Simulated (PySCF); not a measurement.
Trichlorofluoromethane, CCl3F.
SMILES: `FC(Cl)(Cl)Cl`

The closed-shell ground state was solved at several levels (PySCF, density fitting, gas phase, non-relativistic). Geometry: GFN2-xTB; no solvent, vibrations or thermal averaging.

```csv
level,basis functions,total energy (Eh),HOMO (eV),LUMO (eV),gap (eV),dipole (D)
PBE0/def2-SVPD,124,-1517.4271,-9.28,-1.45,7.83,0.38
PBE0/pcSseg-1,106,-1517.8637,-9.28,-1.38,7.90,0.41
```

Problem. What might B3LYP/def2-SVPD (124 basis functions) give for the same quantities?

Solution. Total energy -1518.0529 Eh, HOMO -8.98 eV, LUMO -1.70 eV, gap 7.28 eV, dipole 0.41 D.

Problem. Over all these levels, which gives the widest orbital gap and which the narrowest?

Solution. PBE0/pcSseg-1 (global hybrid, 25 % exact exchange) has the widest, 7.90 eV, and B3LYP/def2-SVPD (global hybrid, 20 % exact exchange) the narrowest, 7.28 eV. Functional and basis both differ between the two, so the spread mixes both effects.

Problem. How far do the dipole and the HOMO energy spread over the levels?

Solution. The dipole runs from 0.38 to 0.41 D (mean 0.40 D) and the HOMO from -9.28 to -8.98 eV.
